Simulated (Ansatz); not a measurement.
# CH5LiSi (SMILES [Li][SiH2]C): single points off equilibrium

How do the functionals fare away from a minimum? The structure is a structure displaced at random from a GFN2-xTB minimum.

The runs use Ansatz 0.2.0, Gaussian basis; single points in def2-TZVPP.

Correlated methods freeze the cores. The outer core shell of Li, Na, Mg and K is correlated. B3LYP uses VWN-RPA correlation.

### Step 1. Where the work starts

SMILES `[Li][SiH2]C`, 8 atoms, charge 0, spin multiplicity 1.

Atoms are counted from 1 here; the program's logs count them from 0.

Bond lengths: Li1–Si2 2.407 Å, Si2–C3 2.008 Å, Si2–H4 1.587 Å, Si2–H5 1.245 Å, C3–H6 0.923 Å, C3–H7 0.986 Å, C3–H8 1.031 Å. Angles: Li1–Si2–C3 85.6°, Li1–Si2–H4 117.7°, Li1–Si2–H5 127.5°, C3–Si2–H4 108.4°, C3–Si2–H5 97.6°, H4–Si2–H5 110.9°, Si2–C3–H6 105.7°, Si2–C3–H7 110.0°, Si2–C3–H8 112.9°, H6–C3–H7 104.0°, H6–C3–H8 111.6°, H7–C3–H8 112.2°.

Coordinates:

```mol
CH5LiSi
  3D, bonds by distance, orders not assigned

  8  7  0  0  0  0  0  0  0  0999 V2000
   -2.3077    0.7316    0.1821 Li  0  0
   -0.1384    0.5267   -0.8407 Si  0  0
    0.3752   -0.4923    0.8119 C   0  0
   -0.0010   -0.4422   -2.0900 H   0  0
    0.7907    1.3549   -0.8178 H   0  0
    0.3466    0.1207    1.5014 H   0  0
    1.3251   -0.7540    0.7656 H   0  0
   -0.2415   -1.2977    0.9943 H   0  0
  1  2  8  0
  2  3  8  0
  2  4  8  0
  2  5  8  0
  3  6  8  0
  3  7  8  0
  3  8  8  0
M  END
```

### Step 2. CCSD(T)/def2-TZVPP

run/in.yaml reads:

```yaml
crystal:
  periodic: [false, false, false]
  atoms:
    - {symbol: Li, position_ang: [-2.307700, 0.731600, 0.182100]}
    - {symbol: Si, position_ang: [-0.138400, 0.526700, -0.840700]}
    - {symbol: C, position_ang: [0.375200, -0.492300, 0.811900]}
    - {symbol: H, position_ang: [-0.001000, -0.442200, -2.090000]}
    - {symbol: H, position_ang: [0.790700, 1.354900, -0.817800]}
    - {symbol: H, position_ang: [0.346600, 0.120700, 1.501400]}
    - {symbol: H, position_ang: [1.325100, -0.754000, 0.765600]}
    - {symbol: H, position_ang: [-0.241500, -1.297700, 0.994300]}
basis:
  gaussian: {orbitals: def2-TZVPP}
correlation: {method: ccsd_t}
output: {forces: true}
```

No record of the launch command was kept for these runs.

### Step 3. PBE0-D4/def2-TZVPP

run/in.yaml: that of step 2 with these lines changed.

```diff
@@ -13,3 +13,3 @@
   gaussian: {orbitals: def2-TZVPP}
-correlation: {method: ccsd_t}
-output: {forces: true}
+hamiltonian: {xc: pbe0, dispersion: d4}
+output: {forces: true, orbitals: {seedname: orbitals}}
```

### Step 4. wB97M-V/def2-TZVPP

run/in.yaml: that of step 3 with these lines changed.

```diff
@@ -13,3 +13,3 @@
   gaussian: {orbitals: def2-TZVPP}
-hamiltonian: {xc: pbe0, dispersion: d4}
-output: {forces: true, orbitals: {seedname: orbitals}}
+hamiltonian: {xc: {name: wB97M-V}}
+output: {forces: true}
```

### Step 5. r2SCAN-D4/def2-TZVPP

run/in.yaml: that of step 4 with these lines changed.

```diff
@@ -13,3 +13,3 @@
   gaussian: {orbitals: def2-TZVPP}
-hamiltonian: {xc: {name: wB97M-V}}
+hamiltonian: {xc: r2scan, dispersion: d4}
 output: {forces: true}
```

### Step 6. PBE-D4/def2-TZVPP

run/in.yaml: that of step 5 with these lines changed.

```diff
@@ -13,3 +13,3 @@
   gaussian: {orbitals: def2-TZVPP}
-hamiltonian: {xc: r2scan, dispersion: d4}
+hamiltonian: {xc: pbe, dispersion: d4}
 output: {forces: true}
```

### Step 7. B3LYP-D4/def2-TZVPP

run/in.yaml: that of step 6 with these lines changed.

```diff
@@ -13,3 +13,3 @@
   gaussian: {orbitals: def2-TZVPP}
-hamiltonian: {xc: pbe, dispersion: d4}
+hamiltonian: {xc: {name: B3LYP}, dispersion: d4}
 output: {forces: true}
```

### Step 8. B97M-V/def2-TZVPP

run/in.yaml: that of step 7 with these lines changed.

```diff
@@ -13,3 +13,3 @@
   gaussian: {orbitals: def2-TZVPP}
-hamiltonian: {xc: {name: B3LYP}, dispersion: d4}
+hamiltonian: {xc: {name: B97M-V}}
 output: {forces: true}
```

(Steps that only read results are left out.)

**Question.** What will these runs give? Wanted: energy less free atoms, CCSD(T)/def2-TZVPP; RMS force component; RMS force error; HOMO and LUMO, PBE0-D4; T1 diagnostic.

As calculated:

| quantity | value |
| --- | --- |
| energy less free atoms, CCSD(T)/def2-TZVPP | -516.1 kcal/mol |
| RMS force component | 3.514 to 3.656 eV/Å over the methods |
| RMS force error | PBE0-D4 0.041, wB97M-V 0.065, r2SCAN-D4 0.041, PBE-D4 0.086, B3LYP-D4 0.076, B97M-V 0.131 eV/Å |
| HOMO and LUMO, PBE0-D4 | -4.92 and -1.33 eV |
| T1 diagnostic | 0.011 |

In words: Against CCSD(T) the functionals' energies less atoms differ by -18.5 to -8.5 kcal/mol, PBE-D4 by -10.6 kcal/mol. A larger basis would deepen the CCSD(T) value, while the functionals are nearly converged already, so the order here is not reliable. For forces r2SCAN-D4 does best and B97M-V worst. Frozen-core CCSD(T) forces in triple zeta carry basis errors of their own, and this is one geometry, so small gaps rank nothing.
